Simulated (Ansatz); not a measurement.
# AlSiH (singlet): from Hartree-Fock to the top rungs at distance Si1–Al2 = 2.354 Å, cc-pVDZ

One table from this session's results is given with a row withheld; the runs are named, their logs left out.

Computed with Ansatz 0.2.0, Gaussian basis. Level: cc-pVDZ, core rule «outside noble gas», up to 10 orbitals frozen.

Plan: UHF; CCSD(T) on RHF; CCSD(T) on UHF; BCCD(T) on RHF; CISD; CCSDT(Q) on RHF; CCSDT(Q) on UHF; CISDTQ; CCSDTQ on RHF; CCSDTQ on UHF; CASSCF and MRCISD+Q, 2 electrons in 2 orbitals; CASSCF and NEVPT2, 2 electrons in 2 orbitals; Full CI.

8 further runs of the same task are left out: 8 for a known fault of the program.

**What is computed**

The geometry derives from a PBE0/def2-TZVP stationary point (not a proven minimum). One bond is set to the value named and the two fragments are kept rigid.

3 atoms, charge 0, spin multiplicity 1.

Atoms are counted from 1 here; the program's logs count them from 0.

Bond lengths: Si1–Al2 2.354 Å, Al2–H3 1.595 Å. Angles: Si1–Al2–H3 180.0°.

Set-up of the first run:

File in.yaml:

```yaml
crystal:
  periodic: [false, false, false]
  atoms:
    - {symbol: Si, position_ang: [0.000000, 0.000000, 2.100805]}
    - {symbol: Al, position_ang: [0.000000, 0.000000, -0.252999]}
    - {symbol: H, position_ang: [0.000000, 0.000000, -1.847805]}
basis:
  gaussian: {orbitals: cc-pVDZ}
magnetization: {spin_polarized: true, initial_magnetization: 0}
hamiltonian: {xc: hf}
output: {orbitals: {seedname: orbitals}}
```

Launch:

```bash
$ ansatz run in.yaml --threads 1 --pin off --events-out ev --progress --plain --max-ram 3498MiB --backend cpu
```

Steps of the session up to this table: UHF; CCSD(T) on RHF; CCSD(T) on UHF; BCCD(T) on RHF; CISD; CCSDT(Q) on RHF; CCSDT(Q) on UHF; CISDTQ; CCSDTQ on RHF; CCSDTQ on UHF; CASSCF and MRCISD+Q, 2 electrons in 2 orbitals; CASSCF and NEVPT2, 2 electrons in 2 orbitals; Full CI.

One of the session's tables, all rows but one given; the rest of the session is left out.

| method | from FCI (kcal/mol) |
| --- | --- |
| RHF | +112.66 |
| RMP2 | +31.58 |
| CISD | +17.97 |
| RCCSD | +9.09 |
| RCCSD(T) | +4.28 |
| BCCD(T) | +4.32 |
| RCCSDT | +1.87 |
| CISDTQ | +2.48 |
| RCCSDT(Q) | ? |
| RCCSDTQ | +0.09 |
| FCI | 0 |

Estimate the missing values for RCCSDT(Q).

As computed: from FCI (kcal/mol): +0.26. In the column «from FCI (kcal/mol)» it lies between RCCSDTQ (+0.09) and RCCSDT (+1.87).

Limits of these values: The report flags that the cluster equations may have other roots. Left out of the table: CASSCF pair, NEVPT2 pair, MRCISD pair, MRCISD+Q pair (the active space lost an orbital or holds another state than full CI finds). Left out of the table: UHF, UMP2, UCCSD, UCCSD(T), UCCSDT, UCCSDT(Q), UCCSDTQ (another determinant or state than the rows shown). The program flags RCCSDT(Q), RCCSDTQ as in doubt, so those rows may rest on another solution; read them beside their warnings. Warnings in the runs' records: passed over end.
